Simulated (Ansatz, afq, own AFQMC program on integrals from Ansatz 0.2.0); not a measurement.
**SiNH3, singlet → SiNH3⁺, doublet**

```xyz
5

N    -0.3082   -0.4693    0.1008
Si    0.0655    1.1719    0.4457
H     0.1466   -1.0662   -0.5832
H    -1.0468   -0.9612    0.5944
H     1.1928    1.2511   -0.5992
```

Connectivity, by distances: NH2–SiH.

E(doublet, charge +1) − E(singlet, charge +0) at this geometry, on RHF and UHF determinants.

Basis def2-TZVP. Noble-gas cores (and the filled d shells of Ga–Kr and In–Xe) are frozen. AFQMC by an in-house program on the Cholesky factors that Ansatz 0.2.0 writes for its CCSD(T) run. ph-AFQMC/CISD is guided by a CISD state made of CCSD amplitudes; releasing the constraint for a short imaginary time cuts its bias at the price of noise, slowly where states lie close. Error bars are statistical, one sigma. The errors of all members are added in quadrature.

No full CI on the walks' own integrals is used here; CCSDT(Q) serves as the reference and is uncertain by about the last step of the cluster series. Each member takes its own surest rung, up to full CI.

The best estimate is CCSD(T) at the basis-set limit (CBS: def2-TZVPP and def2-QZVPP, with their diffuse functions for anions and beside diffuse sets, CCSD(T) itself extrapolated) plus the step from CCSD(T) to CCSDT(Q) in def2-TZVP. Rows without CBS are in def2-TZVP; B2PLYP and the wave-function rows carry a basis error of their own. Core correlation and relativity beyond core potentials are missing, and ± holds the sampling alone.

Cautions: SiNH₃ (singlet): the released energies move by 1.5 errors or more from one time to the next, so no released level is given (meV from the phaseless value at times in 1/Eh: -1 ± 4 at 0.24, -2 ± 4 at 0.51, -11 ± 3 at 0.99, -3 ± 6 at 1.62, -22 ± 7 at 2.40), though the last usable value meets CCSDT(Q) within the noise.

```csv
level,vertical ionization energy (kcal/mol)
PBE,199.8
CCSD,202.5
MP2,199.5
```

Q: From these cheaper values, estimate the vertical ionization energy at the level of the best estimate.

A: 205.7 kcal/mol (best estimate, highest rung CCSDT(Q)).

```csv
level,vertical ionization energy (kcal/mol),error against the best estimate (kcal/mol)
HF,181.4,-24.4
CCSD(T),202.8,-3.0
CCSDT,202.7,-3.0
CCSDT(Q),202.7,-3.1
ph-AFQMC/CISD,202.8 ± 0.2,-3.0 ± 0.2
HF/CBS,181.6,-24.1
MP2/CBS,203.3,-2.4
CCSD(T)/CBS,205.9,0.1
r2SCAN,198.6,-7.2
PBE0,201.1,-4.7
B3LYP,203.7,-2.1
wB97M-V,204.1,-1.6
B2PLYP,201.3,-4.5
```

Correlation beyond CCSD(T) takes off 0.1 kcal/mol. Going to the basis-set limit adds 3.1 kcal/mol at CCSD(T). The perturbative (T) step is worth +0.3 kcal/mol. The functionals spread over 5.6 kcal/mol; wB97M-V and B3LYP come nearest and r2SCAN is 7.2 kcal/mol too low.

Best estimates are given only where the step beyond CCSD(T) is under 0.3 eV and no member's determinant is very poor (T1 over 0.05, or 0.07 for open shells, ⟨S²⟩ too high by 0.3, two states mixed), so the hardest cases are missing from such tables.

The functionals ran in a triple-zeta set and keep a basis error of their own, a few kJ/mol for each bond in atomization energies and more for double hybrids, so close places among them and the extrapolated levels can swap.

CCSDT and higher add their correlation energy to the determinant of the CCSD(T) run, since their own runs factorise the integrals more tightly (a shift of under 2 meV). Each member of a difference takes its own highest rung, so a best estimate needn't equal the limit plus the step of one row.
